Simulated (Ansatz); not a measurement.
## SnH⁺, singlet: stretch scan

Starting geometry (PBE0/def2-TZVP stationary point for this spin):

| atom | x (Å) | y (Å) | z (Å) |
| --- | --- | --- | --- |
| Sn | 0.0000 | 0.0000 | 0.0000 |
| H | 0.0000 | 0.0000 | 1.7602 |

From there H2 moves along the line of the two atoms named below, all else staying in place; atoms are numbered as listed. Energies are in kJ/mol, counted from the starting geometry at the same level. Kohn–Sham curves are unrestricted where that lies lower, except RKS.

Basis def2-TZVPP with its core potentials; Ansatz 0.2.0. Correlated methods freeze the noble-gas cores and the filled d shells of p-block atoms. No spin–orbit coupling is included; scalar relativity enters through the core potentials alone.

Unrestricted Kohn–Sham rows aren't spin-pure: their determinants' ⟨S²⟩ exceeds S(S+1) by up to 1.00, so they mix in states of higher spin. A value is left out where its run failed or describes another state than the reference as far as symmetry and spin tell, or, spin-broken singlets apart, can't be checked.

Functionals correlate the shells that the reference freezes, so part of their error here is the reference's.

Full CI is exact within this basis and frozen core; it isn't the basis-set limit.

```json
{"distance Sn1-H2 (Å)": "1.443", "full CI": "97.5", "PBE": "98.9", "r2SCAN": "91.9", "B3LYP": "95.2", "CAM-B3LYP": "90.2", "wB97M-V": "87.4", "B2PLYP": "93.7", "RKS PBE0": "93.2", "RPA-PBE": "98.4"}
{"distance Sn1-H2 (Å)": "1.553", "full CI": "36.0", "PBE": "37.9", "r2SCAN": "33.2", "B3LYP": "35.3", "CAM-B3LYP": "31.9", "wB97M-V": "30.0", "B2PLYP": "33.9", "RKS PBE0": "33.9", "RPA-PBE": "36.7"}
{"distance Sn1-H2 (Å)": "1.760", "full CI": "0.0", "PBE": "0.0", "r2SCAN": "0.0", "B3LYP": "0.0", "CAM-B3LYP": "0.0", "wB97M-V": "0.0", "B2PLYP": "0.0", "RKS PBE0": "0.0", "RPA-PBE": "0.0"}
{"distance Sn1-H2 (Å)": "1.899", "full CI": "8.9", "PBE": "6.4", "r2SCAN": "9.6", "B3LYP": "8.5", "CAM-B3LYP": "10.9", "wB97M-V": "12.1", "B2PLYP": "9.9", "RKS PBE0": "9.5", "RPA-PBE": "8.4"}
{"distance Sn1-H2 (Å)": "2.135", "full CI": "50.8", "PBE": "44.7", "r2SCAN": "53.1", "B3LYP": "50.4", "CAM-B3LYP": "57.2", "wB97M-V": "60.3", "B2PLYP": "54.5", "RKS PBE0": "53.4", "RPA-PBE": "49.9"}
{"distance Sn1-H2 (Å)": "2.463", "full CI": "123.5", "PBE": "117.6", "r2SCAN": "132.3", "B3LYP": "128.1", "CAM-B3LYP": "141.7", "wB97M-V": "147.0", "B2PLYP": "140.9", "RKS PBE0": "134.3", "RPA-PBE": "124.2"}
{"distance Sn1-H2 (Å)": "2.863", "full CI": "195.1", "PBE": "201.8", "r2SCAN": "204.0", "B3LYP": "209.3", "CAM-B3LYP": "216.5", "wB97M-V": "225.5", "B2PLYP": "217.9", "RKS PBE0": "229.7", "RPA-PBE": "208.8"}
{"distance Sn1-H2 (Å)": "3.233", "full CI": "234.2", "PBE": "240.0", "r2SCAN": "236.1", "B3LYP": "244.0", "CAM-B3LYP": "245.5", "wB97M-V": "250.9", "B2PLYP": "244.6", "RKS PBE0": "302.0", "RPA-PBE": "243.9"}
{"distance Sn1-H2 (Å)": "3.801", "full CI": "258.4", "PBE": "257.1", "r2SCAN": "256.7", "B3LYP": "262.3", "CAM-B3LYP": "261.4", "wB97M-V": "262.8", "B2PLYP": "258.0", "RKS PBE0": "380.1", "RPA-PBE": "251.0"}
{"distance Sn1-H2 (Å)": "4.814", "full CI": "265.9", "PBE": "263.1", "r2SCAN": "264.4", "B3LYP": "269.1", "CAM-B3LYP": "267.6", "wB97M-V": "–", "B2PLYP": "262.8", "RKS PBE0": "447.5", "RPA-PBE": "252.6"}
{"distance Sn1-H2 (Å)": "5.905", "full CI": "266.6", "PBE": "264.6", "r2SCAN": "265.6", "B3LYP": "270.0", "CAM-B3LYP": "–", "wB97M-V": "266.9", "B2PLYP": "263.4", "RKS PBE0": "470.3", "RPA-PBE": "–"}
```

RKS PBE0 keeps both spins in the same orbitals, so it can't give open-shell fragments and ends 203.7 kJ/mol too high at 5.905 Å.
